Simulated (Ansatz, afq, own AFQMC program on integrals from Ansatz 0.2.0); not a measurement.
Two steps: Ansatz 0.2.0 writes the Fock matrix and Cholesky factors of the valence space, and afq projects on them the lowest state that overlaps trial and start.

```yaml
crystal:
  periodic: [false, false, false]
  atoms:
    - {symbol: B, position_ang: [0.000000, 0.000000, 0.000000]}
    - {symbol: N, position_ang: [0.000000, 0.000000, 1.261538]}
basis:
  gaussian: {orbitals: 6-31G}
magnetization: {spin_polarized: false}
correlation: {method: ccsd_t, electrons: outside_noble_gas, hamiltonian_folder: ham}
```

```sh
$ ansatz run in.yaml --threads 1 --pin off --events-out ev --progress --plain --max-ram 24576MiB --backend cuda --devices 0, --max-vram 18GiB
```

Options of the walk:

```
--method phaseless --trial cisd --walkers 4000 --populations 20 --least-time 60 --time-step 0.005 --steps-per-block 50 --equilibration-blocks 28 --max-blocks 4000 --target-error 0.00017 --factor-cut 1e-05 --seed 8658 --release-times 0.24,0.51,0.99,1.62,2.4 --release-step 0.03 --release-every 3 --taylor-order 6
```

Times are imaginary, in 1/Eh. The walk had a cap of 122 s. With eight or more populations the least sampling time is a fifth of least-time, and the error comes from their spread.

Log:

```
orbitals 16  electrons 4 4  factors 93 of 258
reference energy -78.85238711 Eh
CCSD correlation -0.23255884 Eh in 13 cycles, weight of the determinant in the CISD state 0.7239
energy of the start -79.084968 Eh
 block  time / (1/Eh)  mean weight  energy / Eh
     1     0.250  0.9998  -79.082959
     2     0.500  1.0000  -79.086081
     3     0.750  1.0000  -79.090042
     4     1.000  1.0001  -79.092711
     5     1.250  1.0001  -79.094510
     7     1.750  0.9999  -79.098028
     9     2.250  1.0000  -79.100708
    14     3.500  0.9997  -79.104593
    40    10.000  0.9996  -79.099411
    66    16.500  0.9997  -79.102930
    92    23.000  0.9997  -79.101167
   118    29.500  0.9997  -79.102142
   144    36.000  0.9999  -79.102026
   170    42.500  0.9998  -79.101108
   196    49.000  0.9997  -79.101723
   222    55.500  1.0005  -79.101274
   248    62.000  1.0003  -79.104262
   274    68.500  0.9999  -79.102768
   300    75.000  1.0000  -79.100483
   326    81.500  1.0001  -79.098810
   352    88.000  0.9993  -79.102751
   378    94.500  1.0001  -79.104200
   404   101.000  0.9998  -79.105093
   430   107.500  1.0004  -79.102494
   443   110.750  1.0001  -79.106556
   456   114.000  1.0000  -79.104088
   482   120.500  1.0000  -79.103278
   508   127.000  0.9999  -79.102666
   534   133.500  1.0000  -79.100696
   547   136.750  1.0000  -79.099024
error from the spread of 20 populations
released: time / (1/Eh)  energy / Eh  error  mean overlap
  0.24  -79.103214  0.000125  1.0002
  0.51  -79.103838  0.000132  1.0008
  0.99  -79.104784  0.000146  1.0023
  1.62  -79.105492  0.000150  1.0040
  2.40  -79.106242  0.000202  1.0066
energy -79.102264 +/- 0.000157 Eh
(rows thinned)
```

The run passed its tests (sampling time, drift between the halves within three errors, error under three times the target), which doesn't prove that it has relaxed.

Against this walk (error 4.3 meV) on the same determinant: CCSD(T) 284.9 meV lower, CCSDT(Q) 192.6 meV lower, CCSDTQ 155.5 meV lower, full CI 163.3 meV lower. The error is statistical and leaves out the bias of the constraint. The released energies are still falling (meV from the phaseless value at times in 1/Eh: -26 ± 3 at 0.24, -43 ± 4 at 0.51, -69 ± 4 at 0.99, -88 ± 4 at 1.62, -108 ± 6 at 2.40), so they give no level; they do show a bias of the constraint, and the last of them that isn't too noisy lies 55 meV above full CI. Full CI is exact here, so the walk's 163 meV above it is the walk's own error: the bias of the constraint with this trial. The determinant is a poor start (see the cautions), so the low cluster orders aren't to be relied on, and full CI is the sure value.

Cautions: constraint bias not in the error; restricted determinant unstable towards unrestricted (UHF 2.56 eV lower, ⟨S²⟩ 1.20); strong correlation (T1 0.101, weight of the determinant 0.72, largest double 0.29); (T) is large, 12 % of the CCSD correlation; CCSD(T) is in doubt: in a space of 8 electrons in 8 natural orbitals full CI lies 103 meV above it.

The walk took 92 s on 1 × NVIDIA H100 80GB HBM3 with 2 threads of AMD EPYC 7R13 Processor (Zen 3), on a shared host (the card was shared). The log's last line is the phaseless energy.

CCSDT and higher add their correlation energy to the determinant of the CCSD(T) run, since their own runs factorise the integrals more tightly (a shift of under 2 meV). A walk keeps the symmetry of its determinant, which the program's search chose and which needn't be the lowest solution, so a lower state of the same spin and another symmetry isn't excluded.
